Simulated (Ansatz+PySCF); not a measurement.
A calculation with PySCF 2.14.0.

```python
from pyscf import gto, dft

mol = gto.M(atom="""
N 0.000000 0.000000 -0.823310
N 0.000000 0.000000 0.823310
""", basis='cc-pvdz', charge=0, spin=0)
mf = dft.RKS(mol, xc='pbe0')
mf.kernel()
print(mf.converged, mf.e_tot, mf.spin_square()[0])
```

The script is written out from the run's settings.

Results

* Converged: yes
* Total energy: -109.11914 hartree
* Spin squared of the determinant: 0.000
* Cycles: 6

Caution: an unrestricted determinant lies well below.
